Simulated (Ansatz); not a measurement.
A calculation with Ansatz (development build ahead of 0.2.0).

```yaml
crystal:
  periodic: [false, false, false]
  atoms:
    - { symbol: C, position_ang: [0.0, 0.0, 0.0] }
    - { symbol: C, position_ang: [0.0, 0.0, 2.0] }
basis:
  gaussian: { orbitals: pcseg-2 }
total_charge: -1
magnetization:
  initial_magnetization: 1
hamiltonian:
  xc: pbe0
```

The input is written out in the form of the current development build from the run's settings.

Output:

```json
{"Converged": "yes", "Total energy": "-75.75975 hartree", "Spin squared of the determinant": "0.750", "Stability test": "minimum among restricted orbitals"}
```

Caution: stretched shape with no unrestricted run beside it, a lower state can exist; no diffuse functions for an anion.
